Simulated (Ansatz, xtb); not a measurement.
**Two isomers of H4N2Si**

Structure I is `[H]/N=[SiH]/N`, a singlet and structure II is `[H]/N=[SiH]\N`, a singlet. Both are isolated molecules in the gas phase, relaxed with PBE0-D4/def2-TZVP; the shapes shown needn't be the lowest conformers.

I (Å):

| atom | x (Å) | y (Å) | z (Å) |
| --- | --- | --- | --- |
| N | 0.0634 | -0.5760 | 1.6892 |
| N | -0.9802 | 0.1752 | -0.8373 |
| Si | 0.2856 | -0.3399 | 0.1371 |
| H | 1.4754 | -0.4843 | -0.7416 |
| H | 0.7958 | -0.8845 | 2.3091 |
| H | -1.9042 | 0.3486 | -0.4786 |
| H | -0.8839 | 0.3366 | -1.8242 |

II (Å):

```xyz
7

N     0.9349    0.3208   -0.5545
N    -1.8790    0.0871    0.4743
Si   -0.4084    0.8290    0.1070
H    -2.0841   -0.8800    0.2881
H     1.1377   -0.6078   -0.8885
H    -2.6417    0.5819    0.9066
H    -0.5100    2.2349    0.5329
```

Energies in hartree; the thermal terms are from PBE0-D4/def2-TZVP harmonic frequencies (ideal gas, rigid rotor, one conformer each, 298.15 K, 1 atm) and include the zero-point energy:

```
                                I           II
E, CCSD(T)/def2-TZVPP  −400.810159  −400.810708
    zero-point energy     0.048440     0.048691
         H(298 K) − E     0.054128     0.054349
         G(298 K) − E     0.022294     0.022599
```

Problem. Work out ΔE, ΔE₀, ΔH and ΔG for I → II in kJ/mol (1 Eh = 2625.50 kJ/mol) and the equilibrium ratio [II]/[I].

Solution. 1. ΔE = −400.810708 − (−400.810159) = −0.000549 Eh = −1.44 kJ/mol.
2. ΔE₀ = ΔE + ΔZPE = −0.000549 + (+0.000251) Eh = −0.78 kJ/mol.
3. ΔH = ΔE + (+0.000221) Eh = −0.86 kJ/mol.
4. ΔG = ΔE + (+0.000305) Eh = −0.64 kJ/mol, so ΔS = (ΔH − ΔG)/T = −0.7 J/(mol K).
5. kT = 0.9442 mEh, so K = [II]/[I] = exp(−ΔG/kT) = exp(+0.26) ≈ 1.3.

The two are too close for this level to say which is favoured. An error of 4 kJ/mol in ΔG would change K by a factor of 5. Mirror images and further conformers aren't counted.

As drawn, both hold the same kinds of bond in the same numbers.

Other levels gave ΔE = +5.3 (GFN2-xTB); 0.0 (HF/STO-3G, GFN2-xTB geometries); −2.4 (r2SCAN-D4/def2-SVP, GFN2-xTB geometries); −0.9 (PBE0-D4/def2-TZVP); −1.0 (HF/def2-TZVPP); −1.6 (MP2/def2-TZVPP) kJ/mol. The correlated steps freeze 7 core orbitals. Programs: Ansatz 0.2.0, xtb 6.7.1.
